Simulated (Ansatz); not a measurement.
# hcp Ti

Computed with LDA (PAW; Ansatz, a first-principles code).

Numerical settings: plane-wave cutoff 500 eV, 20×12×1 k mesh (along the axes of the cell as run), Fermi–Dirac smearing 0.1 eV, scalar-relativistic PAW data made under PBE.

Cell: relaxed at this level.

```
Item                                   Result
----------------------------------  ---------
surface energy of the (10-10) face  2.55 J/m²
work function of the (10-10) face     3.67 eV
```

The slab of 10 atoms is relaxed and unreconstructed.

It cost very roughly 13 core-minutes of CPU time.
